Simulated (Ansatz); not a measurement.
Multireference treatment of C2H2, singlet

Calculated in Ansatz's Gaussian-basis code. Basis cc-pVDZ, nonrelativistic, 2 orbitals frozen in the corrections. State-specific CASSCF; RHF is the lowest restricted (open-shell) Hartree–Fock solution met. No symmetry is imposed, so a solution can break that of the shape. No proof that the lowest CASSCF solution was found.

Geometry:

```xyz
4

C     0.0000    0.0000   -0.4398
C     0.0000    0.0000    0.7562
H     0.0000   -0.8723   -0.9492
H     0.0000    0.8723   -0.9492
```

(1) What do CASSCF and its corrections give against RHF in CAS(4,4), and what are the occupations?

Answers

(1) CASSCF -1.163 eV, SC-NEVPT2 -6.218 eV; occupations 1.95, 1.94, 0.05, 0.05.
